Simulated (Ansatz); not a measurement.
Results of PBEsol in Ansatz (PAW) for fcc Pb.

A relaxed, unreconstructed slab of the (100) face has 6 atoms, two equal faces of 12.171 Å² each and an energy of -70529.0387 eV. A bulk cell of 2 atoms with the same orientation and in-plane k mesh has -23509.8926 eV. Energies are extrapolated to zero smearing.

Run with plane-wave cutoff 500 eV, 16×16×1 k mesh (along the axes of the cell as run), Fermi–Dirac smearing 0.1 eV, scalar-relativistic PAW data made under PBE.

Worked out: γ = (E_slab − N E_bulk per atom)/2A = [-70529.0387 − 6 × (-23509.8926/2)]/(2 × 12.171) = 0.0263 eV/Å². With 16.022 J/m² per eV/Å² this is 0.42 J/m², or 0.32 eV per surface cell and face.

Ansatz is an electronic-structure program.
